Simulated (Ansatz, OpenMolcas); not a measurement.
# A ladder of methods for PH (SMILES [PH])

PH has 2 atoms, charge 0, and is taken as a triplet. As SMILES, `[PH]`. Geometry: relaxed at GFN2-xTB.

```xyz
2

P     0.0000    0.0000    0.0000
H     0.0000    0.0000    1.3991
```

Quantity: the energy change with the P1–H2 bond stretched from 1.399 to 2.798 Å, in eV. The values are calculated.

```
               level                    kind     program  value (eV)  CPU time (all runs)
           UHF/3-21G            Hartree–Fock  OpenMolcas        2.67                3.2 s
        USVWN5/3-21G                     LDA  OpenMolcas        2.71                6.3 s
     U-r2SCAN0/3-21G         hybrid meta-GGA      Ansatz           ?                4.6 s
        UB3LYP/3-21G           global hybrid      Ansatz        2.58                1.6 s
         UPBE0/3-21G           global hybrid  OpenMolcas           ?                7.1 s
       U-wB97X/3-21G  range-separated hybrid      Ansatz        2.64                7.9 s
          UMP2/3-21G     perturbation theory      Ansatz        1.92               0.26 s
SC-NEVPT2(6,5)/3-21G          multireference  OpenMolcas        1.97                5.6 s
           FCI/3-21G      exact in the basis  OpenMolcas        1.99                3.6 s
```

(1) Estimate what the levels marked ? give.

## Answers

(1) As computed at these levels: U-r2SCAN0/3-21G: 2.39 eV; UPBE0/3-21G: 2.50 eV. The first shape isn't each level's own minimum. The values span 1.92 to 2.71 eV. Spin contamination of the reference (⟨S²⟩ at least 0.1 too high) touches UHF/3-21G, USVWN5/3-21G, U-r2SCAN0/3-21G, UB3LYP/3-21G, UPBE0/3-21G, U-wB97X/3-21G, UMP2/3-21G. All rows use very small basis sets, so even the best lies far from the true value. CPU times are rough (shared hosts, several kinds of processor): they show what a rung costs within a factor of a few.
